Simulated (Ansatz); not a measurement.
Results of LDA in Ansatz (plane waves, PAW) for rock-salt TiC.

Run with plane-wave cutoff 520 eV, 16×16×16 k mesh, Fermi–Dirac smearing 0.1 eV, perturbation theory, force constants from a 4×4×4 q mesh, no spin polarisation, scalar-relativistic PAW data made under PBE.

Task: Estimate the TO(Γ) frequency and zero-point energy that the calculation returns.

Result: 
TO(Γ) frequency: 553 cm⁻¹
zero-point energy: 0.086 eV/atom

Cost on a shared machine: very roughly 18 core-minutes.

Ansatz is an electronic-structure program.
